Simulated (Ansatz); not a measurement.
Two isomers of C5H8: A = `C=C=CCC`, B = `C#CC(C)C`.

Program: Ansatz. Geometries: PBE0-D4/def2-TZVP. ΔE: electronic, gas phase. CBS: MP2 limit from def2 TZ/QZ plus the TZ coupled-cluster correction, frozen cores. DFT in def2-TZVPP. Each species was taken in one conformer, which may not be the lowest.

Task: Which is lower in electronic energy at CCSD(T)/CBS, and by how much? (Best estimate.)

Result: The calculation gave: B, by 0.6 kcal/mol.

Task: Give E(B) − E(A) in kcal/mol with CCSD(T)/def2-TZVPP, HF/def2-TZVPP, ωB97M-V, LDA (SPW92), PBE0-D4, r2SCAN-D4, PBE-D4. (Estimate.)

Result: Computed: CCSD(T)/def2-TZVPP -0.4, HF/def2-TZVPP 0.3, ωB97M-V 1.4, LDA (SPW92) 5.4, PBE0-D4 3.7, r2SCAN-D4 4.1, PBE-D4 5.3. The order is the other way round with HF/def2-TZVPP, ωB97M-V, LDA (SPW92), PBE0-D4, r2SCAN-D4, PBE-D4.

Task: Does the order hold for the free energy at 298.15 K (harmonic terms from PBE0-D4)? (Best estimate.)

Result: Ansatz gave: Too close to call: G(B) − G(A) = -0.1 kcal/mol, for one conformer each.

Largest T1 diagnostic: 0.011.

From BLYP to BHLYP (50 % exact exchange), in def2-TZVPP and without D4, E(B) − E(A) moves by −3.1 kcal/mol. Leaving LDA and LC-ωPBE aside and taking each functional with its dispersion term where it has one, the values, not all of them listed here, spread over 5.2 kcal/mol, from PBE-QIDH to PBE-D4.
